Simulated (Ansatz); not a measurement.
Results of PBE in Ansatz (plane waves, PAW) for Cs2SnI6 (Fm-3m, No. 225).

Numerical settings: plane-wave cutoff 500 eV, 6×6×6 k mesh, Fermi–Dirac smearing 0.05 eV, scalar-relativistic PAW data made under PBE.

Cell (relaxed at this level):

```yaml
crystal:
  lattice:
    - [0.00000, 6.01719, 6.01719]
    - [6.01719, 0.00000, 6.01719]
    - [6.01719, 6.01719, 0.00000]
  atoms:
    - { symbol: Cs, position: [0.25000, 0.25000, 0.25000] }
    - { symbol: Cs, position: [0.75000, 0.75000, 0.75000] }
    - { symbol: Sn, position: [0.00000, 0.00000, 0.00000] }
    - { symbol: I, position: [0.24189, 0.75811, 0.75811] }
    - { symbol: I, position: [0.75811, 0.24189, 0.24189] }
    - { symbol: I, position: [0.75811, 0.24189, 0.75811] }
    - { symbol: I, position: [0.24189, 0.75811, 0.24189] }
    - { symbol: I, position: [0.75811, 0.75811, 0.24189] }
    - { symbol: I, position: [0.24189, 0.24189, 0.75811] }
```

Predict the band gap.


* **band gap**: 0.25 eV (on the SCF k mesh)

Note: the volume lies 11 % above that of the published cell.

Spin–orbit coupling is not included; with these elements it can move the gap by several tenths of an eV or more.

Computed values are for the static lattice.

Cost on a shared machine: roughly 3 core-minutes.

Ansatz is a first-principles code.
